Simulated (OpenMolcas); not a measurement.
# One shape, several levels: [NH2]− (SMILES [NH2-])

We compute a comparison of 6 runs (HF/3-21G, UHF/3-21G, PBE0/3-21G, SVWN5/3-21G, UB3LYP/3-21G, ACPF/3-21G) of [NH2]−. 

Program for the calculation: OpenMolcas 26.06.

1 further run of the same task is left out (set aside as unsound or not needed).

### 1 The molecule

The species is [NH2]− (3 atoms), meant as a singlet with charge -1. SMILES: `[NH2-]`. The N1–H3 distance was set to 1.284 Å, away from the relaxed value.

Bond lengths: N1–H2 1.027 Å. A long bond or contact: N1–H3 1.284 Å.

### 2 The energy at HF/3-21G (run 1)

The input, coord.xyz:

```xyz
3

N      0.544708    -0.104184     0.292070
H      0.328008     0.900016     0.279370
H     -0.467700    -0.598200    -0.324700
```

The input, mol.input:

```
>>> EXPORT MOLCAS_PRINT=2

&GATEWAY
  BasLib = $CurrDir
  Coord = coord.xyz
  Basis = 3-21G
  Group = NoSym

&SEWARD

&SCF
  Charge = -1
  Thresholds = 1e-10 1e-07 1e-07 1e-05
  PrOrbitals = 1 1
```

The basis set 3-21G is read from a file made from the Basis Set Exchange's data (not shown).

Launch:

```sh
$ export MOLCAS_MEM=1860
$ pymolcas mol.input > mol.log
```

Standard output:

```text
--- Start Module: gateway ---
[...]
--- Stop Module: gateway /rc=_RC_ALL_IS_WELL_ ---
--- Start Module: seward ---
[...]
      Basis functions           13
--- Stop Module: seward /rc=_RC_ALL_IS_WELL_ ---
--- Start Module: scf ---
[...]
       Convergence after  14 Iterations
[...]
::    Total SCF energy                                -55.1179173121
[...]
      Total spin, S                                     0.0000000000
[...]
      Total electronic charge=   10.000000
      Total            charge=   -1.000000
[...]
      Dipole Moment (debye):
      Origin of the operator (angstrom)=    0.4674   -0.0721    0.2525
                   X= -2.1503E-01               Y=  1.2026E+00               Z=  9.5541E-03           Total=  1.2217E+00
      Center of Charge (angstrom)
[...]
--- Stop Module: scf /rc=_RC_ALL_IS_WELL_ ---
[...]
```

Wall time 1.7 s (1 thread of Arm Neoverse V1, shared host); peak memory 0.37 GiB.

### 3 The energy at UHF/3-21G (run 2)

coord.xyz is that of step 2.

The input, mol.input:

```
* H2N Hartree-Fock
>>> EXPORT MOLCAS_PRINT=2
&GATEWAY
BasLib = $CurrDir
Coord = coord.xyz
Basis = 3-21G
Group = NoSym
&SEWARD
&SCF
UHF
Charge = -1
Thresholds = 1e-10 1e-07 1e-07 1e-05
Scramble = 0.25
PrOrbitals = 1 1
```

The basis set 3-21G is read from a file made from the Basis Set Exchange's data (not shown).

Launch:

```sh
$ export MOLCAS_MEM=1860
$ pymolcas mol.input > mol.log
```

Standard output:

```text
--- Start Module: gateway ---
[...]
--- Stop Module: gateway /rc=_RC_ALL_IS_WELL_ ---
--- Start Module: seward ---
[...]
      Basis functions           13
--- Stop Module: seward /rc=_RC_ALL_IS_WELL_ ---
--- Start Module: scf ---
[...]
       Convergence after  23 Iterations
[...]
::    Total SCF energy                                -55.1179173121
[...]
      Total spin, S                                     0.0000000000
[...]
      Total electronic charge=   10.000000
      Total            charge=   -1.000000
[...]
      Dipole Moment (debye):
      Origin of the operator (angstrom)=    0.4674   -0.0721    0.2525
                   X= -2.1503E-01               Y=  1.2026E+00               Z=  9.5542E-03           Total=  1.2217E+00
      Center of Charge (angstrom)
[...]
--- Stop Module: scf /rc=_RC_ALL_IS_WELL_ ---
[...]
```

Run time: 2 s. Hardware: 1 thread of Arm Neoverse V1, shared host; peak memory 0.37 GiB.

### 4 The energy at PBE0/3-21G (run 3)

coord.xyz is that of step 3.

The input, mol.inp:

```
* H2N Kohn-Sham DFT

&gateway
 baslib=$CurrDir
 coord=coord.xyz
 basis=3-21G
 group=NoSym

&seward
 gridinput
 Grid=UltraFine
 End of Grid

&scf
 charge=-1
 ksdft=PBE0
 thresholds=1e-10 1e-07 1e-07 1e-05
 prorbitals=1 1
```

The basis set 3-21G is read from a file made from the Basis Set Exchange's data (not shown).

Launch:

```sh
$ export MOLCAS_MEM=1860
$ pymolcas mol.inp > mol.log
```

Standard output:

```text
--- Start Module: gateway ---
[...]
--- Stop Module: gateway /rc=_RC_ALL_IS_WELL_ ---
--- Start Module: seward ---
[...]
      Basis functions           13
--- Stop Module: seward /rc=_RC_ALL_IS_WELL_ ---
--- Start Module: scf ---
[...]
       Convergence after  13 Iterations
[...]
::    Total KS-DFT energy                             -55.4067954504
[...]
      Total spin, S                                     0.0000000000
[...]
      Total electronic charge=   10.000000
      Total            charge=   -1.000000
[...]
      Dipole Moment (debye):
      Origin of the operator (angstrom)=    0.4674   -0.0721    0.2525
                   X= -2.7912E-01               Y=  1.0353E+00               Z= -4.4105E-02           Total=  1.0732E+00
      Center of Charge (angstrom)
[...]
--- Stop Module: scf /rc=_RC_ALL_IS_WELL_ ---
[...]
```

Wall time 3.6 s (1 thread of Arm Neoverse V1, shared host); peak memory 0.37 GiB.

Runs 4 to 5 aren't shown in full; the table further down has their settings and results.

### 5 The energy at ACPF/3-21G (run 6)

coord.xyz is that of step 4.

The input, mol.input:

```
* H2N ACPF

&GATEWAY
  BasLib=$CurrDir
  Coord=coord.xyz
  Basis=3-21G
  Group=NoSym

&SEWARD

&SCF
  Charge=-1
  Thresholds=1e-10 1e-07 1e-07 1e-05
  PrOrbitals=1 1

&MOTRA
  Frozen=1

&GUGA
  Electrons=8
  Spin=1
  Inactive=4
  Active=0
  CIAll=1

&CPF
  ACPF
```

The basis set 3-21G is read from a file made from the Basis Set Exchange's data (not shown).

Launch:

```sh
$ export MOLCAS_MEM=1860
$ pymolcas mol.input > mol.log
```

Standard output:

```text
--- Start Module: gateway ---
[...]
--- Stop Module: gateway /rc=_RC_ALL_IS_WELL_ ---
[...]
      Basis functions           13
[...]
       Convergence after  14 Iterations
[...]
::    Total SCF energy                                -55.1179173121
[...]
      Total spin, S                                     0.0000000000
[...]
      *** WARNING: Default frozen orbitals is overwritten by user input.
      *** Default values:   1
[...]
--- Start Module: guga ---
[...]
--- Stop Module: guga /rc=_RC_ALL_IS_WELL_ ---
--- Start Module: cpf ---
[...]
      Active orbitals                            0       0
[...]
      Spin quantum number                      0.0
[...]
     FINAL ACPF ENERGY         -55.23842798
     FINAL CORRELATION ENERGY   -0.12051066  REFERENCE ENERGY     -55.11791731
[...]
      Title:  ACPF natural orbitals
[...]
      Total electronic charge=   10.000000
      Total            charge=   -1.000000
[...]
      Dipole Moment (debye):
      Origin of the operator (angstrom)=    0.4674   -0.0721    0.2525
                   X= -2.9875E-01               Y=  1.0129E+00               Z= -5.7445E-02           Total=  1.0576E+00
      Quadrupole Moment (debye*angstrom):
[...]
--- Stop Module: cpf /rc=_RC_ALL_IS_WELL_ ---
[...]
```

It took 1.9 s on 1 thread of Arm Neoverse V1, shared host; peak memory 0.37 GiB.

### 6 All runs side by side

```csv
run,level,scramble,integration grid,energy (Eh),HOMO energy (eV),LUMO energy (eV),HOMO–LUMO gap (eV),wall time
1,HF/3-21G,–,–,-55.117917,0.27,15.31,15.04,1.7 s
2,UHF/3-21G,0.25,–,-55.117917,0.27,15.31,15.04,2 s
3,PBE0/3-21G,–,UltraFine,-55.406795,5.03,11.14,6.11,3.6 s
4,SVWN5/3-21G,–,UltraFine,-54.995538,6.98,9.89,2.90,3.3 s
5,UB3LYP/3-21G,0.25,UltraFine,-55.476908,5.39,10.87,5.48,6 s
6,ACPF/3-21G,–,–,-55.238428,0.27,15.31,15.04,1.9 s
```

### 7 Results

| quantity | value |
| --- | --- |
| run 6: total energy | -55.23843 Eh |
| run 6: HOMO energy (Hartree–Fock orbitals) | 0.27 eV |
| run 6: LUMO energy (Hartree–Fock orbitals) | 15.31 eV |
| run 6: HOMO–LUMO gap (to an unbound level, set by the basis) | 15.04 eV |
| run 6: correlation energy (1 core orbital frozen) | -120.5 mEh |

In words: Over runs 1, 2, 3, 4, 5 the HOMO–LUMO gap runs from 2.90 eV (SVWN5/3-21G) to 15.04 eV (HF/3-21G). Exact exchange widens orbital gaps. The empty levels of an anion lie above zero and hang on the basis. Totals of different functionals can't be ranked against each other. In runs 1, 2, 3, 4, 5, 6 the HOMO lies above zero, so the outermost electron may be held by the basis alone. All runs together took 18 s, the longest 6 s.
